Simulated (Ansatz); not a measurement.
Results of LDA in Ansatz (PAW) for HgS (P3₂21, No. 154).

Settings: plane-wave cutoff 520 eV, 12×12×4 k mesh (along the axes of the cell as run), Fermi–Dirac smearing 0.01 eV, scalar-relativistic PAW data made under PBE.

Computed at the level's own relaxed cell.

Question: Estimate the lattice parameter c, smallest direct gap on the k points sampled and equilibrium lattice constant a that the calculation returns.

Answer: 
* **lattice parameter c**: 9.284 Å
* **smallest direct gap on the k points sampled**: 1.03 eV
* **equilibrium lattice constant a**: 4.036 Å

Note: the volume lies 7 % below that of the published cell; the bulk modulus comes from volumes at which shape and atoms were relaxed.

Spin–orbit coupling is not included.

Computed values are for the static lattice.

The result took about 14 core-minutes (a rough figure).

Ansatz is an electronic-structure program.
